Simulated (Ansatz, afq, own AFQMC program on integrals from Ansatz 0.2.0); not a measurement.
# Where AFQMC and coupled cluster stand for NHBr, quartet

```xyz
3

Br    0.0000    0.0000   -1.5953
H     0.0000    0.0000    0.0267
N     0.0000    0.0000    1.5687
```

Connectivity, by distances: BrH ··· N.

Basis cc-pVTZ. Noble-gas cores (and the filled d shells of Ga–Kr and In–Xe) are frozen. AFQMC by an in-house program on the Cholesky factors that Ansatz 0.2.0 writes for its CCSD(T) run. The CISD trial takes its coefficients from CCSD amplitudes. Released means that phaseless walkers are propagated on without the constraint, phases kept. ± is one standard error of the sampling. No spin–orbit coupling.

Determinant: UHF, the one that the program's search chose, which needn't be the lowest solution. The geometry is a point of a scan.

No full CI on the walks' own integrals is used here; CCSDT(Q) serves as the reference and is uncertain by about the last step of the cluster series.

Cautions: no relativity below Rb; no spin-orbit coupling; inner d shell frozen; lower spins were not checked.

- T1 diagnostic: 0.0136
- weight of the determinant in the CISD state: 0.879
- ⟨S²⟩ of the determinant: 3.784
- size of the correlated space: 13 electrons in 72 orbitals

| level | correlation energy (eV) |
| --- | --- |
| MP2 | -7.5952 |
| CCSD | -8.5552 |
| CCSD(T) | -8.8442 |

Question: Estimate where phaseless AFQMC with the Hartree–Fock trial lies against CCSD(T) on the same integrals.

Answer: 6.4 ± 2.7 kJ/mol below CCSD(T).

Reference: CCSDT(Q), correlation energy -8.885 eV. The released energy is read at 2.40 1/Eh (meV from the phaseless value at times in 1/Eh: -5 ± 5 at 0.24, -7 ± 5 at 0.51, -10 ± 4 at 0.99, -5 ± 4 at 1.62, -10 ± 6 at 2.40).

```
         level  E − E(reference) (kJ/mol)  share of correlation (%)
       CCSD(T)                        4.0                     99.54
         CCSDT                        1.1                     99.87
   ph-AFQMC/HF                 -2.4 ± 2.7                    100.28
 ph-AFQMC/CISD                  0.8 ± 0.5                     99.91
released AFQMC                 -0.2 ± 0.6                    100.03
```

A walk keeps the symmetry of its determinant, which the program's search chose and which needn't be the lowest solution, so a lower state of the same spin and another symmetry isn't excluded. Released energies are given only where the last usable release times agree within the noise; a slower fall can still hide under it.
